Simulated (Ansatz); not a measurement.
# SiNHO (triplet): wave-function methods side by side, def2-QZVPP

One table from this session's results is given with a row withheld; the runs are named, their logs left out.

The runs use Ansatz 0.2.0, Gaussian basis; def2-QZVPP, core rule «outside noble gas», up to 7 orbitals frozen.

Plan: UHF; ROHF; CCSD(T) on UHF.

2 further runs of the same task are left out: 2 set aside as unsound or not needed. Runs told in other sessions of the task aren't counted.

### What is computed

The geometry is a PBE0/def2-TZVP stationary point (not a proven minimum) of the parent state, kept for this charge and spin.

4 atoms, charge 0, spin multiplicity 3.

Atoms are counted from 1 here; the program's logs count them from 0.

Bond lengths: O1–N2 1.332 Å, O1–H4 0.966 Å, N2–Si3 1.554 Å. Angles: N2–O1–H4 106.3°, O1–N2–Si3 173.8°.

Set-up of the first run:

Input file in.yaml:

```yaml
crystal:
  periodic: [false, false, false]
  atoms:
    - {symbol: O, position_ang: [-0.000007, -0.287198, 0.960799]}
    - {symbol: N, position_ang: [0.000023, -0.154683, -0.364392]}
    - {symbol: Si, position_ang: [-0.000004, -0.166852, -1.918552]}
    - {symbol: H, position_ang: [-0.000012, 0.608733, 1.322146]}
basis:
  gaussian: {orbitals: "def2-QZVPP.json"}
magnetization: {spin_polarized: true, initial_magnetization: 2}
hamiltonian: {xc: hf}
output: {orbitals: {seedname: orbitals}}
```

The run is started by

```console
> ansatz run in.yaml --threads 1 --pin off --events-out ev --progress --plain --max-ram 2393MiB
```

Among the steps run: UHF; ROHF; CCSD(T) on UHF.

One of the session's tables, all rows but one given; the rest of the session is left out.

It belongs to the step «Misses and costs». 

```
  method  from UCCSD(T) (meV)
    ROHF                    ?
     UHF             +15461.9
    UMP2              +1317.3
   UCCSD               +671.2
UCCSD(T)                    0
```

**Question.** Estimate the row for ROHF.

**Answer.** from UCCSD(T) (meV): +15795.5. In the column «from UCCSD(T) (meV)» it is the highest.
